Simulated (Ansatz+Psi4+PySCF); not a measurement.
**triplet NH: levels of theory in one basis**

```tsv
atom	x (Å)	y (Å)	z (Å)
N	0.0000	0.0000	0.1299
H	0.0000	0.0000	-1.4292
```

Basis set: cc-pVTZ (spherical functions). Frozen core: 1 orbital. Correlation on ROHF uses semicanonical orbitals with singles. Charge 0, multiplicity 3.

Computed with Ansatz (development build ahead of 0.2.0) and Psi4 1.11; each method stands on the lowest determinant of its kind that the runs found.

```json
{"method": "ROHF", "E − E(ROHF) (eV)": "0.00", "<S²> of the determinant": "2.00"}
{"method": "UHF", "E − E(ROHF) (eV)": "-0.83", "<S²> of the determinant": "2.50"}
{"method": "ROHF-MP2", "E − E(ROHF) (eV)": "-4.24", "<S²> of the determinant": "–"}
{"method": "ROHF-CCSD", "E − E(ROHF) (eV)": "-5.02", "<S²> of the determinant": "–"}
{"method": "UHF-CCSD", "E − E(ROHF) (eV)": "-5.02", "<S²> of the determinant": "2.50"}
{"method": "ROHF-CCSD(T)", "E − E(ROHF) (eV)": "-5.19", "<S²> of the determinant": "–"}
{"method": "UHF-CCSD(T)", "E − E(ROHF) (eV)": "-5.18", "<S²> of the determinant": "2.50"}
```

Q: What does UHF-MP2 give on the same scale?

A: -4.04 eV.

Q: Is a single determinant a sound starting point here?

A: It is doubtful. Unrestricted orbitals lower Hartree–Fock by 0.83 eV and <S²> is 2.50 where a pure state has 2.00, a sign of strong static correlation.

Caution for ROHF, ROHF-MP2, ROHF-CCSD, ROHF-CCSD(T): an unrestricted determinant lies well below. Caution for UHF, UHF-MP2, UHF-CCSD, UHF-CCSD(T): the unrestricted determinant is spin contaminated. Caution for ROHF-MP2, UHF-MP2, ROHF-CCSD, UHF-CCSD, ROHF-CCSD(T), UHF-CCSD(T): large amplitudes, a single reference is doubtful.
